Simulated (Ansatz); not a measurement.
## How far each method lies from UCCSDT(Q) for SiCl, quartet

Geometry: a point of a stretch scan, not a stationary point.

```yaml
atoms:
  - { symbol: Si, position_ang: [0.0000, 0.0000, 0.0000] }
  - { symbol: Cl, position_ang: [0.0000, 0.0000, 2.8970] }
```

Basis cc-pVTZ; Ansatz 0.2.0. Correlated methods freeze the noble-gas cores, which leaves 11 electrons in 58 orbitals. R marks a restricted (for open shells ROHF) determinant, U an unrestricted one. Active spaces: pair = (5e, 5o) about the gap; valence = (11e, 8o) chosen from the atoms' valence shells.

Full CI isn't at hand for all of this; UCCSDT(Q) serves as the reference, and is uncertain by the last step of the cluster series or more. The frozen core follows each run's orbitals, which can shift R against U totals by a few meV.

HF rows: RHF is the determinant under the cluster runs, UHF is the lowest solution found. Coupled cluster chose its determinant by a search with trial CCSD, here up to 0.09 eV above the lowest Hartree–Fock solution of its kind, and MP2 stands on that determinant too.

- UHF ⟨S²⟩: 3.784
- ⟨S²⟩ of the determinant under UCCSD: 3.811
- T1 diagnostic (RCCSD): 0.0274
- largest doubles amplitude (RCCSD): 0.079
- T1 diagnostic (UCCSD): 0.0197

```
                    level  E − E(UCCSDT(Q)) (kcal/mol)  share of correlation (%)     wall time
                      RHF                       178.16                      0.00             –
                     UHF†                       169.76                         –         2.6 s
                     RMP2                        31.44                     82.35             –
                     UMP2                        32.46                     81.78             –
                    RCCSD                         7.55                     95.76             –
                    UCCSD                         7.40                     95.85             –
                 RCCSD(T)                         1.33                     99.25          23 s
                 UCCSD(T)                         1.33                     99.26          32 s
                  BCCD(T)                         1.34                     99.25          19 s
                   RCCSDT                         0.32                     99.82             –
                   UCCSDT                         0.28                     99.84             –
                RCCSDT(Q)                         0.05                     99.97   12 s (H100)
      CASSCF (pair space)                       167.07                      6.22             –
      NEVPT2 (pair space)                        28.46                     84.02          12 s
  CASSCF (valence space)†                       167.28                         –             –
  NEVPT2 (valence space)†                        43.32                         –           7 s
  MRCISD (valence space)†                        19.97                         –             –
MRCISD+Q (valence space)†                         4.01                         –  4.3 s (H100)
```

A dagger marks rows that describe another state than the reference (another or a broken symmetry, a higher spin or other natural occupations), so the difference holds a gap between states beside the method's error.

The correlation energy at UCCSDT(Q), counted from RHF, is -7.726 eV. That run took 14 s on 2 threads of AMD EPYC 7R13 with a shared H100 80 GB, shared host.

Run but not shown, since their state, orbitals or frozen core can't be matched to the reference's or they repeat it: CISD.

Times hold each run's SCF and search for its determinant on a shared host, so for small cases they say little of a method's own cost; rows without a card ran on 1 thread of AMD EPYC 7R13. Some runs computed forces too.
